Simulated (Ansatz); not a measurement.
# Au (fcc type): how the settings move a single-point run

Question: which choices in the input matter for Au (fcc type)?

Computed with Ansatz 0.2.0 (reference: DFT, PBEsol, PAW with Ansatz's default frozen-core files, scalar-relativistic, unless a step's input says otherwise).

2 further runs of the same task are left out: 1 that didn't finish, 1 set aside as unsound or not needed.

## (1) The system as given

It takes space group Fm-3m (No. 225, cubic). The conventional cell has a = 4.157 Å, b = 4.157 Å, c = 4.157 Å, α = 90.00°, β = 90.00°, γ = 90.00°. Au (site symmetry m-3m) is surrounded by 12 Au at 2.94 Å.

Coordinates:

```xyz
1
Lattice="0.0000 2.0783 2.0783 2.0783 0.0000 2.0783 2.0783 2.0783 0.0000" Properties=species:S:1:pos:R:3 pbc="T T T"
Au    0.0000    0.0000    0.0000
```

## (2) Baseline

The input, input.yaml:

```yaml
crystal:
  lattice:
    - [0.0, 2.0782666844, 2.0782666844]
    - [2.0782666844, 0.0, 2.0782666844]
    - [2.0782666844, 2.0782666844, 0.0]
  atoms:
    - { symbol: Au, position: [0.0, 0.0, 0.0] }
kpoints:
  mp_grid: { grid: [14, 14, 14] }
  band_path:
    path:
      - [0.0, 0.0, 0.0]
      - [0.5, 0.0, 0.5]
      - [0.625, 0.25, 0.625]
      - [0.375, 0.375, 0.75]
      - [0.0, 0.0, 0.0]
      - [0.5, 0.5, 0.5]
      - [0.5, 0.25, 0.75]
      - [0.5, 0.0, 0.5]
    npoints: 5
scf:
  occupations: { method: fermi_dirac, width: 0.03 }
hamiltonian:
  xc: pbesol
  pseudopotentials: { kind: paw }
output:
  forces: true
  stress: true
  eigenvalues: true
  efg: { contact_densities: true }
```

On the command line:

```
$ ansatz run input.yaml --threads 1 --pin off --max-ram 2048MiB --backend cpu --events-out ev --progress --plain --runs-dir out
```

## (3) Changed: mixing.algorithm anderson, mixing.beta 0.2, mixing.ndim 4

Changes to input.yaml since step 2:

```diff
@@ -22,2 +22,3 @@
   occupations: { method: fermi_dirac, width: 0.03 }
+  mixing: { algorithm: anderson, beta: 0.2, ndim: 4 }
 hamiltonian:
```

What does the calculation give? Wanted: for each run, ending; energy change; pressure; gap; force.

**Answer**, as computed:

| run | ending | energy change | pressure (GPa) | gap (eV) | force (eV/Å) | cycles | time |
| --- | --- | --- | --- | --- | --- | --- | --- |
| reference | converged | 0 | -8.1 | 0.00 | 0.00 | 6 | 1.4 s |
| 1: mixing.algorithm anderson, mixing.beta 0.2, mixing.ndim 4 | converged | 0.0 meV/atom | -8.1 | 0.00 | 0.00 | 6 | 1.5 s |

Residual by cycle in the longest SCF loop of each run; runs are numbered as in the table. The quantity is the density residual dr2, in eV.

| cycle | reference | run 1 |
| --- | --- | --- |
| 1 | 0.00744 | 0.00744 |
| 2 | 5.3e-4 | 0.00205 |
| 3 | 3.6e-5 | 8.7e-5 |
| 4 | 1.8e-7 | 5.3e-6 |
| 5 | 2.3e-9 | 9.1e-7 |
| 6 | 3.4e-11 | 2.6e-9 |

Energy and cycle count are those of the reference, so the change (mixing) left the result and the number of cycles as they were.
